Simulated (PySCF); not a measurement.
C₄H₈ (cis-2-butene), optimised at GFN2-xTB:

```xyz
12

C      1.5747    -0.3567    -0.2105
C      0.6616     0.6090     0.4718
C     -0.6623     0.6231     0.4550
C     -1.5782    -0.3231    -0.2505
H      1.0338    -1.1135    -0.7698
H      2.2322     0.1782    -0.8960
H      2.2044    -0.8539     0.5275
H      1.1777     1.3748     1.0382
H     -1.1761     1.3999     1.0084
H     -1.0394    -1.0904    -0.7974
H     -2.2357    -0.8078     0.4714
H     -2.2076     0.2258    -0.9511
```

Computed with PySCF (xtb for GFN2) and rigid-rotor harmonic-oscillator thermochemistry at 1 bar. 6-31G* has spherical d functions here. All species are closed-shell singlets. B3LYP is the form with VWN-RPA correlation.

Task: List the harmonic frequencies (cm⁻¹, unscaled) at this level and at the other levels, each on its own geometry.

Result: 
- GFN2-xTB: 80, 87, 296, 370, 555, 728, 918, 944, 1024, 1029, 1030, 1060, 1137, 1283, 1358, 1406, 1408, 1473, 1484, 1485, 1494, 1748, 2993, 2994, 3009, 3009, 3035, 3049, 3057, 3067
- B3LYP/6-31G*: 134, 156, 292, 395, 572, 700, 877, 990, 1012, 1036, 1071, 1081, 1172, 1306, 1415, 1449, 1461, 1513, 1517, 1520, 1528, 1754, 3032, 3034, 3074, 3075, 3121, 3136, 3139, 3160
- HF/6-31G*: 134, 140, 311, 430, 609, 770, 925, 1047, 1117, 1117, 1178, 1182, 1265, 1406, 1531, 1574, 1588, 1629, 1634, 1636, 1644, 1907, 3192, 3195, 3234, 3235, 3281, 3303, 3308, 3336
- PBE/def2-SVP: 132, 165, 274, 388, 557, 671, 857, 965, 968, 985, 1006, 1008, 1117, 1239, 1315, 1342, 1375, 1401, 1403, 1411, 1412, 1698, 2956, 2958, 3019, 3019, 3056, 3067, 3072, 3085
- PBE0/def2-TZVP: 130, 146, 290, 401, 569, 698, 883, 992, 1007, 1025, 1059, 1060, 1161, 1290, 1380, 1408, 1437, 1472, 1476, 1480, 1486, 1753, 3038, 3041, 3089, 3089, 3129, 3143, 3147, 3166
